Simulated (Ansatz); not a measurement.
**HAl–Ga–F, triplet: the ladder up to UCCSDT(Q)**

Geometry: that of the HAl–Ga–F, singlet, kept fixed. The singlet lies 1.3 eV lower here.

```json
{"atom": "Al", "x (Å)": "0.0000", "y (Å)": "-0.3165", "z (Å)": "2.3078"}
{"atom": "Ga", "x (Å)": "0.0000", "y (Å)": "0.2395", "z (Å)": "-0.3874"}
{"atom": "F", "x (Å)": "0.0000", "y (Å)": "-0.4984", "z (Å)": "-1.9957"}
{"atom": "H", "x (Å)": "0.0000", "y (Å)": "1.2983", "z (Å)": "2.6383"}
```

Basis cc-pVDZ; Ansatz 0.2.0. Only valence electrons are correlated (noble-gas cores and the filled d shells of p-block atoms frozen), which leaves 14 electrons in 44 orbitals. Prefix R: restricted or restricted open-shell reference; prefix U: unrestricted. No spin–orbit coupling is included, and no scalar relativity.

Full CI isn't at hand for all of this; UCCSDT(Q) serves as the reference, and is uncertain by about the last step of the cluster series.

* UHF ⟨S²⟩: 2.019
* T1 diagnostic (RCCSD): 0.0292
* largest doubles amplitude (RCCSD): 0.058
* T1 diagnostic (UCCSD): 0.0273

Task: From what is known of these methods and the diagnostics, rank them by the size of their error in total energy against UCCSDT(Q) in cc-pVDZ, smallest first (an estimate: the text doesn't fix the numbers).
A. UCCSDT
B. UCCSD(T)
C. UCCSD
D. UMP2
E. UHF

Result: A (0.55 kcal/mol), B (1.46 kcal/mol), C (6.29 kcal/mol), D (21.55 kcal/mol), E (198.75 kcal/mol).

All errors are against UCCSDT(Q) in cc-pVDZ. Within each family the higher level lies nearer, as is usual though not guaranteed.
